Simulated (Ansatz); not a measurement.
# C2H4Cl2O: a ladder of functionals and wavefunction methods

An exercise on one series of results from a longer session: the logs are not shown, and one member is left open.

The runs use Ansatz 0.2.0, Gaussian basis; functionals in def2-TZVPP, the program's frozen cores in correlated methods.

Levels to be run: LDA (SPW92), PBE-D4, revPBE-D4, BLYP-D4, r2SCAN-D4, B97M-V, PBE0-D4, B3LYP-D4, r2SCANh-D4, r2SCAN0-D4, HSE06-D4, BHLYP-D4, CAM-B3LYP-D4, LC-ωPBE, ωB97X-V, ωB97M-V, B2PLYP, PBE-QIDH; CCSD(T)/def2-SVP; CCSD(T)/def2-TZVPP; MP2/def2-QZVPP; extrapolation to the limit; RPA on PBE.

### The geometry

All runs share one geometry, relaxed beforehand with PBE0-D4 in a triple-zeta def2 set.

SMILES `COC(Cl)Cl`, 9 atoms, charge 0, spin multiplicity 1.

Atoms are counted from 1 here; the program's logs count them from 0.

Bond lengths: C1–O2 1.418 Å, C1–H6 1.096 Å, C1–H7 1.088 Å, C1–H8 1.093 Å, O2–C3 1.353 Å, C3–Cl4 1.757 Å, C3–Cl5 1.807 Å, C3–H9 1.092 Å. Angles: O2–C1–H6 110.8°, O2–C1–H7 106.2°, O2–C1–H8 110.8°, H6–C1–H7 109.6°, H6–C1–H8 109.5°, H7–C1–H8 109.9°, C1–O2–C3 114.0°, O2–C3–Cl4 108.4°, O2–C3–Cl5 112.3°, O2–C3–H9 113.3°, Cl4–C3–Cl5 109.8°, Cl4–C3–H9 108.1°, Cl5–C3–H9 104.8°.

The first run:

Contents of in.yaml:

```yaml
crystal:
  periodic: [false, false, false]
  atoms:
    - {symbol: C, position_ang: [0.479637, -1.098071, -0.361100]}
    - {symbol: O, position_ang: [0.338418, 0.278065, -0.672006]}
    - {symbol: C, position_ang: [-0.443694, 0.959874, 0.195585]}
    - {symbol: Cl, position_ang: [-0.821674, 2.523996, -0.510830]}
    - {symbol: Cl, position_ang: [0.353466, 1.188921, 1.801347]}
    - {symbol: H, position_ang: [-0.500488, -1.581284, -0.280114]}
    - {symbol: H, position_ang: [1.036603, -1.540108, -1.184159]}
    - {symbol: H, position_ang: [1.030361, -1.229977, 0.573697]}
    - {symbol: H, position_ang: [-1.384226, 0.452184, 0.420480]}
basis:
  gaussian: {orbitals: def2-TZVPP}
hamiltonian: {xc: lda}
output: {orbitals: {seedname: orbitals}}
```

Run with:

```bash
$ ansatz run in.yaml --threads 4 --pin off --events-out ev --progress --plain --max-ram 10444MiB
```

Among the steps run: LDA; PBE-D4 (GGA); revPBE-D4 (GGA); BLYP-D4 (GGA); r2SCAN-D4 (meta-GGA); B97M-V (meta-GGA); B3LYP-D4 (hybrid); r2SCANh-D4 (hybrid); r2SCAN0-D4 (hybrid); HSE06-D4 (hybrid); BHLYP-D4 (hybrid); CAM-B3LYP-D4 (range-separated); LC-ωPBE (range-separated); ωB97X-V (range-separated); ωB97M-V (range-separated); B2PLYP (double hybrid); PBE-QIDH (double hybrid).

One of the session's tables, all rows but one given; the rest of the session is left out.

It belongs to the step «Orbital energies across the functionals». 

```
  functional  HOMO (eV)  gap (eV)
 LDA (SPW92)          ?         ?
      PBE-D4      -7.10      6.00
   revPBE-D4      -7.04      6.03
     BLYP-D4      -6.97      5.97
   r2SCAN-D4      -7.46      6.57
      B97M-V      -7.59      6.75
     PBE0-D4      -8.62      8.61
    B3LYP-D4      -8.35      8.04
  r2SCANh-D4      -8.03      7.53
  r2SCAN0-D4      -8.86      8.97
    HSE06-D4      -8.22      7.81
    BHLYP-D4      -9.95     11.04
CAM-B3LYP-D4     -10.03     11.16
     LC-ωPBE     -11.40     13.84
     ωB97X-V     -11.08     13.35
     ωB97M-V     -10.93     13.02
```

Q: Estimate the row for LDA (SPW92) from the others.

As computed: HOMO (eV): -7.25; gap (eV): 5.94. In the column «HOMO (eV)» it lies between r2SCAN-D4 (-7.46) and PBE-D4 (-7.10).
